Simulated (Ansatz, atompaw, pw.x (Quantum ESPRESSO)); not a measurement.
# Equation-of-state test of one PAW (atompaw) potential (antimony (Sb))

Sb, PAW, made with atompaw 4.2.0.5 (PBEsol, scalar-relativistic). Core [Kr] 4d10, reference 5s2 5p3. Waves: 5s (bound): rc 2.80 bohr; 5s channel at 2.65 Ry: rc 2.80 bohr; 5p (bound): rc 2.80 bohr; 5p channel at 3.65 Ry: rc 2.80 bohr. Local part: bessel scheme, radius 2.00 bohr. Core correction: smooth core density matched at 2.15 bohr. Augmentation charge: besselshape compensation charge, radius 2.35 bohr; PAW radius 2.80 bohr; waves and projectors: custom rrkj vanderbiltortho.

Crystal test: bcc Sb in pw.x 7.5, no spin, 12³ k-points, Fermi–Dirac smearing 0.01 Ry, cutoffs 40/400 Ry. The lattice is a test structure that the element need not adopt, and mesh and smearing are coarse.

pw.x input:

```
&control
  calculation='scf', prefix='x', pseudo_dir='./', outdir='./tmp', tstress=.true., disk_io='low'
/
&system
  ibrav=0, nat=1, ntyp=1, ecutwfc=40, ecutrho=400, nbnd=9,
  occupations='smearing', smearing='fd', degauss=0.01
/
&electrons
  conv_thr=1e-09, mixing_beta=0.4, electron_maxstep=70
/
ATOMIC_SPECIES
Sb 1.0 Sb.UPF
CELL_PARAMETERS angstrom
  -1.86496266 1.86496266 1.86496266
  1.86496266 -1.86496266 1.86496266
  1.86496266 1.86496266 -1.86496266
ATOMIC_POSITIONS crystal
Sb 0.0000 0.0000 0.0000
K_POINTS automatic
12 12 12 0 0 0
```

```bash
pw.x < Sb.scf.in > Sb.scf.out
```

How does the run end?

It converges; the pressure is -16.25 GPa against 0.11 GPa from all-electron LAPW. This is a poor potential for the solid. The log shows:

```
     kinetic-energy cutoff     =      40.0000  Ry
     charge density cutoff     =     400.0000  Ry
     scf convergence threshold =      1.0E-09
     Exchange-correlation= SLA PW PSX PSC
     number of k points=    72  Fermi-Dirac smearing, width (Ry)=  0.0100
     negative rho (up, down):  5.645E-02 0.000E+00
     iteration #  1     ecut=    40.00 Ry     beta= 0.40
     negative rho (up, down):  5.585E-02 0.000E+00
     total energy              =    -342.04099257 Ry
     estimated scf accuracy    <       0.00392073 Ry
     iteration #  2     ecut=    40.00 Ry     beta= 0.40
     negative rho (up, down):  5.521E-02 0.000E+00
     total energy              =    -342.04058328 Ry
     estimated scf accuracy    <       0.00104462 Ry
     iteration #  3     ecut=    40.00 Ry     beta= 0.40
     negative rho (up, down):  5.469E-02 0.000E+00
     total energy              =    -342.04069346 Ry
     estimated scf accuracy    <       0.00001036 Ry
     iteration #  4     ecut=    40.00 Ry     beta= 0.40
     negative rho (up, down):  5.436E-02 0.000E+00
     total energy              =    -342.04069674 Ry
     estimated scf accuracy    <       0.00000080 Ry
     iteration #  5     ecut=    40.00 Ry     beta= 0.40
     negative rho (up, down):  5.418E-02 0.000E+00
     total energy              =    -342.04069676 Ry
     estimated scf accuracy    <       0.00000011 Ry
     iteration #  6     ecut=    40.00 Ry     beta= 0.40
     negative rho (up, down):  5.415E-02 0.000E+00
     total energy              =    -342.04069676 Ry
     estimated scf accuracy    <          1.4E-09 Ry
     iteration #  7     ecut=    40.00 Ry     beta= 0.40
     negative rho (up, down):  5.416E-02 0.000E+00
     the Fermi energy is     7.8853 ev
!    total energy              =    -342.04069676 Ry
     estimated scf accuracy    <          3.5E-11 Ry
     smearing contrib. (-TS)   =      -0.00290884 Ry
     convergence has been achieved in   7 iterations
     negative rho (up, down):  5.416E-02 0.000E+00
          total   stress  (Ry/bohr**3)                   (kbar)     P=     -162.52
```
